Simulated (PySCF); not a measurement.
SiH2, SMILES [SiH2] (connectivity only; charge and spin as stated), neutral, multiplicity 1.

Coordinates come from a r2SCAN-D4/def2-TZVPD optimisation. The isomer is the one that the SMILES or the coordinates give; other isomers of the formula were not compared.

Method: ωB97X/def2-TZVPD (PySCF).

```json
{
  "total_energy": "-290.60640 hartree",
  "point_group": "C2v",
  "highest_occupied_level": "-9.17 eV",
  "lowest_empty_level": "-0.93 eV",
  "orbital_gap": "8.24 eV",
  "dipole_moment": "0.21 D",
  "quadrupole, principal values (traceless, Buckingham form, about the centre of nuclear charge)": "-3.92, -0.86, 4.78 D·Å",
  "mean_static_polarisability": "36.2 bohr³ (5.36 Å³)",
  "polarisability_principal_values": "31.8, 37.7, 39.1 bohr³"
}
```
